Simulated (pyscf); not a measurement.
A first-order saddle from PySCF, ωB97X-D3(BJ)/def2-SVP:

```
C
C 1 1.2317
H 2 1.0784 1 171.35
H 1 1.0811 2 156.94 3 -179.98
Br 1 2.3820 4 97.84 2 179.99
```
Charge 0, spin multiplicity 2.

Surface: doublet, charge 0. Lowest wavenumbers (cm⁻¹): 326i, 202, 609, 701, 766.

Q: Which two sides does it connect, and which bonds change?

A: HC≡CH (SMILES C#C) + Br• (SMILES [Br]) <-> •HC=CH–Br (SMILES [CH]=CBr), an addition read from left to right: none broken and Br–C formed. At CCSD(T)/def2-TZVPP + ΔMP2(QZVPP) it lies -1.1 kcal/mol from the left side and +7.5 kcal/mol from the right (each side as separated species at their lowest minima found). On the reactant side the descent ends in what is likely a three-electron adduct, which functionals tend to overbind, 5.9 kcal/mol under the separated species and 1.5 kcal/mol under the saddle at ωB97X-D3(BJ)/def2-TZVP. At CCSD(T) the saddle lies under the separated reactants, which points to a path from their complex (located at ωB97X-D3(BJ) alone). At ωB97X-D3(BJ) the barrier from the zero used here is -4.4 kcal/mol. One saddle was located; it need not be the lowest between these sides. The CCSD(T) − MP2 part came from Ansatz, without density fitting, on the same reference. A UHF reference is spin-contaminated (<S²> up to 0.99), which harms MP2 most. The frozen core leaves the outer d or s,p core shells of the metals and heavy elements correlated in the MP2 and CC values, and def2-TZVPP describes them poorly, which can shift differences by a few kcal/mol. Left out: the spin-orbit lowering of Br, which is large for Br, Se, Te and I. Elements up to Kr have no core potential and no relativistic terms here.
